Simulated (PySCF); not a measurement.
# CH3BO: the cost of one run

Programs: PySCF 2.14.0, with density-fitted response routines of our own. Each step states its level of theory. These are calculated values for one molecule in the gas phase, unless marked as measured. Atoms are numbered from 0 throughout.

**1. The starting structure**

6 atoms, charge 0, multiplicity 1; geometry from: GFN2-xTB. The atoms were then displaced at random by about 0.01 Å, so the start is not that level's minimum.

Bonds of the start (Å): B0–C1 1.45, C1–O2 1.13, B0–H3 1.17, B0–H4 1.18, B0–H5 1.22.

**2. Relaxing the molecule at PBE0-D3(BJ)/def2-SVP**

What the job is given:

```
{"job": {"xc": "PBE0", "basis": "def2-SVP", "d3": "d3bj", "grid": 1, "shake": 0.01, "kind": "geom"}, "charge": 0, "multiplicity": 1}
B     -0.494000    -0.020100    -0.009140
C      0.952900    -0.011360     0.009950
O      2.080180    -0.021130     0.025590
H     -0.808470    -0.870010    -0.745910
H     -0.867720    -0.186490     1.095140
H     -0.838730     1.079070    -0.420300
```

Run with:

```
$ OMP_NUM_THREADS=1 python probes_run.py task.json out
```

One launch serves the whole session: the jobs run in the order shown.

**Question.** How long does this first job take on 1 thread of Arm Neoverse N1, shared host, and how much memory does it need?

About 8.2 s, with a peak of 0.29 GiB.
